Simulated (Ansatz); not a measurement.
# Worked example: C–Ge–OH⁺, quintet against C–Ge–OH, quartet

Geometry (PBE0/def2-TZVP stationary point of a quartet), kept for both states (C–Ge–OH, quartet: A''; C–Ge–OH⁺, quintet: A''):

```xyz
4

C     0.0000   -1.0331    1.4931
Ge    0.0000    0.3348    0.0815
O     0.0000   -0.7291   -1.3534
H     0.0000   -0.2451   -2.1852
```

Basis cc-pVDZ; Ansatz 0.2.0. Correlated methods freeze the noble-gas cores and the filled d shells of p-block atoms. Prefix R: restricted or restricted open-shell reference; prefix U: unrestricted. No spin–orbit coupling is included, and no scalar relativity.

Full CI isn't at hand for all of this; UCCSDT(Q) serves as the reference, and is uncertain by about the last step of the cluster series.

```json
{"level": "UHF", "E(C–Ge–OH, quartet) (hartree)": "-2188.527235", "E(C–Ge–OH⁺, quintet) (hartree)": "-2188.192205"}
{"level": "UMP2", "E(C–Ge–OH, quartet) (hartree)": "-2188.850919", "E(C–Ge–OH⁺, quintet) (hartree)": "-2188.488938"}
{"level": "UCCSD(T)", "E(C–Ge–OH, quartet) (hartree)": "-2188.893840", "E(C–Ge–OH⁺, quintet) (hartree)": "-2188.527581"}
{"level": "PBE", "E(C–Ge–OH, quartet) (hartree)": "-2190.283787", "E(C–Ge–OH⁺, quintet) (hartree)": "-2189.906844"}
{"level": "wB97M-V", "E(C–Ge–OH, quartet) (hartree)": "-2190.575650", "E(C–Ge–OH⁺, quintet) (hartree)": "-2190.192859"}
{"level": "UCCSDT(Q)", "E(C–Ge–OH, quartet) (hartree)": "-2188.896861", "E(C–Ge–OH⁺, quintet) (hartree)": "-2188.530930"}
```

Question: Give the vertical gap, C–Ge–OH⁺ quintet less C–Ge–OH quartet, at each level in eV (1 hartree = 27.2114 eV), and each error against UCCSDT(Q).

Answer: UCCSDT(Q): (-2188.530930 − (-2188.896861)) × 27.2114 = 9.957 eV (the reference)
wB97M-V: (-2190.192859 − (-2190.575650)) × 27.2114 = 10.416 eV, error 0.459 eV
PBE: (-2189.906844 − (-2190.283787)) × 27.2114 = 10.257 eV, error 0.300 eV
UCCSD(T): (-2188.527581 − (-2188.893840)) × 27.2114 = 9.966 eV, error 0.009 eV
UMP2: (-2188.488938 − (-2188.850919)) × 27.2114 = 9.850 eV, error -0.107 eV
UHF: (-2188.192205 − (-2188.527235)) × 27.2114 = 9.117 eV, error -0.840 eV

Total energies of functionals can't be set beside those of wave-function methods, since they hold the core's correlation and their own absolute errors; only the differences compare.

In so small a basis the reference is far from its limit while semilocal and hybrid functionals are nearer theirs, so the functionals' errors here hold much of the reference's basis and frozen-core error, which can add to them or hide them.

Each level lands on the state that its own search finds. T1 diagnostics of restricted CCSD: 0.039 and 0.042.
